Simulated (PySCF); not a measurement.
SiO and its ions

r²SCAN; Si def2-TZVPPD, O def2-TZVPPD; no relativity (PySCF 2.14). Neutral (UKS): singlet (closed shell), Re = 1.515 Å, ωe = 1247 cm⁻¹, De = 8.13 eV, HOMO -7.75 eV, LUMO -2.72 eV.

SiO⁺ (UKS): doublet (σ ↑), Re = 1.517 Å, ωe = 1174 cm⁻¹, De = 5.11 eV to Si⁺ + O. The energies at the minima are -364.69940 hartree for SiO and -364.28267 for SiO⁺.

Work out the adiabatic ionisation energy, without and with harmonic zero-point energies (1 hartree = 27.2114 eV, 1 eV = 8065.5 cm⁻¹), and the change of the bond length.

At r²SCAN: 0.41673 hartree = 11.340 eV between the minima; the zero-point term (1174.0 − 1247.0)/2 cm⁻¹ = -0.005 eV makes it 11.335 eV. Re changes by +0.2 pm against the neutral. Minus the HOMO energy is 7.75 eV, -3.59 eV from the value between the minima; self-interaction puts the Kohn–Sham level too high, less so with exact exchange. The electron leaves a σ orbital, and the small change of length marks it as nearly non-bonding.

For an ion De counts to the pair picked by the measured ionisation energies or electron affinities, which need not be the lowest pair at this level. States were picked by a PBE0 search and need not be the measured ground states.
